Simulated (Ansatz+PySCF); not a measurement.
# singlet C₂H₄: levels of theory in one basis

```xyz
6

C     0.0000    0.0000   -0.6121
C     0.0000    0.0000    0.6121
H     0.0000   -0.8567   -1.1411
H     0.0000    0.8567   -1.1411
H     0.0000   -0.8567    1.1411
H     0.0000    0.8567    1.1411
```

Basis set: def2-SVP (spherical functions). Left uncorrelated: 2 orbitals. Charge 0, multiplicity 1.

Computed with Ansatz (development build ahead of 0.2.0); each method stands on the lowest determinant of its kind that the runs found. NEVPT2 correlates all electrons. Active spaces start from the frontier orbitals, and the lowest solution found is given.

| method | E − E(RHF) (eV) | <S²> of the determinant |
| --- | --- | --- |
| RHF | 0.00 | 0.00 |
| RHF-MP2 | -7.26 | – |
| RHF-CCSD | -8.03 | – |
| CASSCF(2,2) | -0.63 | – |
| SC-NEVPT2(2,2) | -7.56 | – |

Task: What does RHF-CCSD(T) give on the same scale?

Result: -8.26 eV.

Task: Is a single determinant a sound starting point here?

Result: By this sign, yes. Unrestricted orbitals gain 0.00 eV and <S²> is 0.00 against 0.00 for a pure state. The CASSCF(2,2) natural occupations are 1.94, 0.06.
